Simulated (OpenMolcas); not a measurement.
**One shape, several levels: triplet C2H4S**

We compute a comparison of 5 runs (UB3LYP/6-31G*, UM06-L/aug-cc-pVDZ, USVWN5/aug-cc-pVDZ, ROMP2/aug-cc-pVDZ) of triplet C2H4S. 

Program for the calculation: OpenMolcas 26.06.

### Step 1. The system as given

The species is C2H4S (7 atoms), meant as a triplet with charge 0. As SMILES of the parent species, `C1CS1`. The coordinates come from a PBE0-D4/def2-TZVP relaxation. That shape belongs to the parent species and isn't relaxed for this state.

Bond lengths: C1–C2 1.478 Å, C1–S3 1.802 Å, C2–S3 1.802 Å, C1–H4 1.084 Å, C1–H5 1.084 Å, C2–H6 1.084 Å, C2–H7 1.084 Å. Some angles: C1–C2–S3 65.8°, C2–C1–S3 65.8°, C1–S3–C2 48.4°, C1–C2–H6 118.1°, C1–C2–H7 118.1°, S3–C2–H6 115.4°, S3–C2–H7 115.4°, C2–C1–H4 118.1°, C2–C1–H5 118.1°, S3–C1–H4 115.4°.

### Step 2. The energy at UB3LYP/6-31G(d) (spherical functions) (run 1)

The input, calc.input:

```
* C2H4S Kohn-Sham DFT
&GATEWAY
BASLIB
$CurrDir
BASISSET
C.6-31Gs....
C1 -0.515770 0.123480 -0.520180 angstrom
C2 0.600760 -0.036080 0.435470 angstrom
End of Basis
BASISSET
S.6-31Gs....
S3 -0.898110 -0.923600 0.895080 angstrom
End of Basis
BASISSET
H.6-31Gs....
H4 -0.448740 -0.388430 -1.473330 angstrom
H5 -1.032050 1.076250 -0.547280 angstrom
H6 0.855300 0.806520 1.068140 angstrom
H7 1.438610 -0.658150 0.142080 angstrom
End of Basis
&SEWARD
GRIDINPUT
Grid=UltraFine
End of Grid
&SCF
UHF
SPIN
3
KSDFT
B3LYP
THRESHOLDS
1e-10 1e-07 1e-07 1e-05
PRORBITALS
1 2
```

The basis set 6-31G* is read from a file made from the Basis Set Exchange's data (not shown).

The run is started by

```console
$ export MOLCAS_MEM=1860
$ pymolcas calc.input > calc.log
```

Output:

```text
--- Start Module: gateway ---
[...]
--- Stop Module: gateway /rc=_RC_ALL_IS_WELL_ ---
--- Start Module: seward ---
[...]
      Basis functions           54
--- Stop Module: seward /rc=_RC_ALL_IS_WELL_ ---
[...]
--- Start Module: scf ---
[...]
       Convergence after  18 Iterations
[...]
::    Total KS-DFT energy                            -476.6044852680
[...]
      Total spin, S                                     1.0016844461
[...]
      Total electronic charge=   32.000000
      Total            charge=   -0.000000
[...]
      Dipole Moment (debye):
      Origin of the operator (angstrom)=   -0.4479   -0.4606    0.4464
                   X=  5.8993E-01               Y=  6.0669E-01               Z= -5.8797E-01           Total=  1.0304E+00
      Quadrupole Moment (debye*angstrom):
[...]
--- Stop Module: scf /rc=_RC_ALL_IS_WELL_ ---
[...]
```

Wall time 28 s (1 thread of Arm Neoverse V1, shared host); peak memory 0.39 GiB.

### Step 3. A single-point energy at UB3LYP/6-31G(d) (Cartesian functions) (run 2)

The input, coord.xyz:

```xyz
7

C     -0.515770     0.123480    -0.520180
C      0.600760    -0.036080     0.435470
S     -0.898110    -0.923600     0.895080
H     -0.448740    -0.388430    -1.473330
H     -1.032050     1.076250    -0.547280
H      0.855300     0.806520     1.068140
H      1.438610    -0.658150     0.142080
```

The input, run.input:

```
* C2H4S Kohn-Sham DFT

&GATEWAY
 BASLIB=$CurrDir
 COORD=coord.xyz
 BASIS=6-31Gs
 GROUP=NoSym

&SEWARD
 GRIDINPUT
 Grid=UltraFine
 End of Grid

&SCF
 UHF
 SPIN=3
 KSDFT=B3LYP
 THRESHOLDS=1e-10 1e-07 1e-07 1e-05
 PRORBITALS=1 2
```

The basis set 6-31G* is read from a file made from the Basis Set Exchange's data (not shown).

The run is started by

```console
$ export MOLCAS_MEM=1860
$ pymolcas run.input > run.log
```

Output:

```text
--- Start Module: gateway ---
[...]
--- Stop Module: gateway /rc=_RC_ALL_IS_WELL_ ---
--- Start Module: seward ---
[...]
      Basis functions           57
--- Stop Module: seward /rc=_RC_ALL_IS_WELL_ ---
[...]
--- Start Module: scf ---
[...]
       Convergence after  17 Iterations
[...]
::    Total KS-DFT energy                            -476.6088491649
[...]
      Total spin, S                                     1.0016772277
[...]
      Total electronic charge=   32.000000
      Total            charge=   -0.000000
[...]
      Dipole Moment (debye):
      Origin of the operator (angstrom)=   -0.4479   -0.4606    0.4464
                   X=  5.9045E-01               Y=  6.0722E-01               Z= -5.8848E-01           Total=  1.0313E+00
      Quadrupole Moment (debye*angstrom):
[...]
--- Stop Module: scf /rc=_RC_ALL_IS_WELL_ ---
[...]
```

It took 28 s on 1 thread of Arm Neoverse V1, shared host; peak memory 0.39 GiB.

Runs 3 to 4 aren't shown in full; the table further down has their settings and results.

### Step 4. The energy at ROMP2/aug-cc-pVDZ (run 5)

The input, job.inp:

```
* C2H4S ROMP2
>>> EXPORT MOLCAS_PRINT=2

&GATEWAY
 BasLib = $CurrDir
 Coord
 7
 bohr
 C     -0.97466404     0.23334338    -0.98299774
 C      1.13527187    -0.06818132     0.82291904
 S     -1.69718193    -1.74535105     1.69145606
 H     -0.84799570    -0.73402632    -2.78419019
 H     -1.95029185     2.03381774    -1.03420931
 H      1.61628275     1.52410191     2.01849206
 H      2.71857890    -1.24372325     0.26849229
 Basis = aug-cc-pVDZ
 Group = NoSym

&SEWARD

&SCF
 UHF
 Spin = 3
 Thresholds = 1e-10 1e-07 1e-07 1e-05
 PrOrbitals = 1 2

&RASSCF
 FileOrb = $Project.UnaOrb
 Spin = 3
 Nactel = 2 0 0
 Inactive = 15
 Ras2 = 2
 OutOrbitals = Canonical
 OrbListing = Nothing

&CASPT2
 IPEA = 0.0
 Frozen = 7
```

The basis set aug-cc-pVDZ is read from a file made from the Basis Set Exchange's data (not shown).

The run is started by

```console
$ export MOLCAS_MEM=1860
$ pymolcas job.inp > job.log
```

Output:

```text
--- Start Module: gateway ---
[...]
--- Stop Module: gateway /rc=_RC_ALL_IS_WELL_ ---
[...]
      Basis functions          109
[...]
       Convergence after  21 Iterations
[...]
::    Total SCF energy                               -475.4133727998
[...]
      Total spin, S                                     1.0109453778
[...]
--- Start Module: rasscf ---
[...]
      Number of active orbitals                  2
[...]
      Spin quantum number                      1.0
[...]
      Active orbitals                            2
[...]
      Number of CSFs                             1
[...]
      Number of root(s) required                 1
[...]
      Convergence after 16 iterations
[...]
      printout of CI-coefficients larger than  0.05 for root  1
      energy=    -475.405475
      conf/sym  11     Coeff  Weight
             1  uu   1.00000 1.00000
      Natural orbitals and occupation numbers for root  1
      sym 1:   1.000000   1.000000
      ************************************************************************************************************************
      *                                                    Final results                                                     *
[...]
::    RASSCF root number  1 Total energy:   -475.40547529
[...]
      Total electronic charge=   32.000000
      Total            charge=   -0.000000
[...]
      Dipole Moment (debye):
      Origin of the operator (angstrom)=   -0.4479   -0.4606    0.4464
                   X=  8.0107E-01               Y=  8.2382E-01               Z= -7.9839E-01           Total=  1.3992E+00
      Quadrupole Moment (debye*angstrom):
[...]
--- Stop Module: rasscf /rc=_RC_ALL_IS_WELL_ ---
[...]
--- Start Module: caspt2 ---
[...]
 ###    WARNING: User changed nr of frozen orbitals.                         ###
 ###############################################################################
[...]
      E2 (Variational):          -0.4381712814
      Total energy:            -475.8436465753
[...]
      Reference weight:           0.84321
[...]
::    CASPT2 Root  1     Total energy:   -475.84364658
[...]
--- Stop Module: caspt2 /rc=_RC_ALL_IS_WELL_ ---
[...]
```

Run time: 33 s. Hardware: 1 thread of Arm Neoverse V1, shared host; peak memory 0.64 GiB.

### Step 5. The series

| run | level | Cartesian functions | integration grid | frozen core orbitals | energy (Eh) | dipole moment (D) | HOMO energy (eV) | ⟨S²⟩ | wall time |
| --- | --- | --- | --- | --- | --- | --- | --- | --- | --- |
| 1 | UB3LYP/6-31G* (spherical functions) | no | UltraFine | – | -476.604485 | 1.03 | -1.62 | 2.005 | 28 s |
| 2 | UB3LYP/6-31G* (Cartesian functions) | yes | UltraFine | – | -476.608849 | 1.03 | -1.62 | 2.005 | 28 s |
| 3 | UM06-L/aug-cc-pVDZ | no | UltraFine | – | -476.612436 | 1.12 | -1.16 | 2.005 | 2.7 min |
| 4 | USVWN5/aug-cc-pVDZ | no | UltraFine | – | -474.512213 | 1.14 | -1.57 | 2.001 | 65 s |
| 5 | ROMP2/aug-cc-pVDZ | no | – | 7 | -475.843647 | – | – | – | 33 s |

### Step 6. What came out

```
           quantity          value
run 5: total energy  -475.84365 Eh
```

What this shows: Over runs 1, 2, 3, 4 the dipole moment (its size) runs from 1.03 D (UB3LYP/6-31G*) to 1.14 D (USVWN5/aug-cc-pVDZ). The two ends differ in method and basis. Totals of different functionals can't be ranked against each other. All runs together took 5.2 min, the longest 2.7 min.
